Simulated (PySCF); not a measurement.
## What each rung costs, and what it gives

Saddle point of SiH$_{5}$OF, closed shell (SiH₃OF ([OH][SiH2][F]) + H₂ → SiH₄O ([OH][SiH3]) + HF; bonds formed: Si1–H7, F2–H6; bonds broken: Si1–F2, H6–H7), PBE0-D4/def2-TZVP structure:

```xyz
8
angstrom
Si -0.3116 0.3412 -0.1932
F 0.1824 -1.2921 0.8230
H -0.3870 1.1794 -1.4185
H -1.6891 0.1530 0.2993
O 0.8051 1.1741 0.6556
H 0.2021 -1.3680 -0.3853
H 0.0887 -0.9353 -1.2406
H 1.1092 0.7476 1.4599
```

Barriers are electronic and count from the start structure reached by relaxing down the imaginary mode.

PySCF 2.14 with density fitting (its default auxiliary sets; JK sets also for MP2 and CCSD(T)); basis: as named in each row; cores frozen in the correlated methods. B3LYP uses VWN-RPA correlation. Extrapolation: Hartree–Fock as exp(−7.88 √X), correlation as X^−2.97.

Times are rough, for one single point on 4 threads of a shared host (Intel Xeon 6975P-C).

The estimate by CCSD(T) at an estimated basis limit (MP2 extrapolated from triple and quadruple zeta, plus CCSD(T) − MP2 in triple zeta) is 60.45 kcal/mol.

| method | basis | time (s) | barrier (kcal/mol) | method less estimate |
| --- | --- | --- | --- | --- |
| HF | STO-3G | under 1 | 98.40 | 37.95 |
| B3LYP-D4 | 6-31G | 2 | 55.06 | -5.39 |
| MP2 | def2-QZVPP | 2 | 60.37 | -0.08 |
| PBE0-D4 | def2-SVP | 2 | 49.98 | -10.48 |
| PBE-D4 | def2-SVP | 2 | 45.42 | -15.03 |
| SPW92 | def2-TZVPP | 3 | 41.58 | -18.87 |
| CCSD(T) | def2-SVP | 3 | 58.55 | -1.90 |
| PBE0-D4 | def2-TZVPP | 4 | 54.50 | -5.96 |
| BHLYP-D4 | def2-TZVPP | 4 | 63.60 | 3.15 |
| B3LYP-D4 | def2-TZVPP | 4 | 58.51 | -1.94 |
| PBE-D4 | def2-TZVPP | 4 | 49.93 | -10.52 |
| r2SCAN-D4 | def2-TZVPP | 8 | 54.73 | -5.72 |
| CCSD(T) | def2-TZVPP | 70 | 60.78 | 0.32 |
| wB97M-V | def2-TZVPP | 94 | 57.81 | -2.64 |

All methods are single points on the PBE0-D4 structures.

T1 diagnostic: at most 0.013.

Labels in which every atom is bracketed show which atoms are joined, not bond orders.
